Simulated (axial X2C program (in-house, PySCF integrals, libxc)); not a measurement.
**Worked dissociation energy of BF⁻: MP2, two-component**

Computed with an in-house relativistic program for diatomic molecules. Two-component (2c) means X2C with spin–orbit coupling and atomic mean-field two-electron Coulomb and Gaunt terms. Basis: F dyall-av3z [7s6p3d2f], B dyall-av3z [8s7p3d2f] (cores contracted in-house); Gaussian nuclei, density fitting, unrestricted open shells. Masses: F 18.998 u, B 11.009 u.

Molecular state: Ω = 1/2 (⟨Sz⟩ = -0.50, ⟨Lz⟩ = 1.00 at HF).

Correlated methods: 11 electrons correlated (number of frozen shells: F 1 s; B 1 s), 205 virtual spin orbitals or spinors in MP2.

| Quantity | Value |
| --- | --- |
| E(F-) (2M_J = 0) | -99.840985 hartree |
| E(B) (2M_J = 1) | -24.584979 hartree |
| E(BF⁻) at Re | -124.564061 hartree |
| ωe | 1268.3 cm⁻¹ |

(1) Work out De and D0.

Occupations by symmetry block were frozen at the best pattern of an incomplete PBE0 search. Dissociation energies refer to the lowest single-determinant-based atoms at the same level and basis. The highest occupied level is positive at some bond lengths even in Hartree–Fock (under at least one Hamiltonian), so the basis set holds the extra electron there; where that holds at Re the anion is at best weakly bound and its constants depend on the basis. Other states lie close and PBE0, whose exact exchange favours high spin, may order them wrongly; the determinant shown need not be the ground state. The nearest other 2c determinant of the search, Ω = 3/2, lies 0.00 eV up at the distance of the search. Some points did not converge and are left out.

Each atomic determinant is the lowest at this level and need not be a pure J level. Totals compare only within one Hamiltonian and basis.

Results:

(1) De = -99.840985 + (-24.584979) − (-124.564061) = 0.13810 hartree = 3.758 eV. The zero-point energy is ωe/2 = 634 cm⁻¹ = 0.079 eV, so D0 = 3.679 eV.
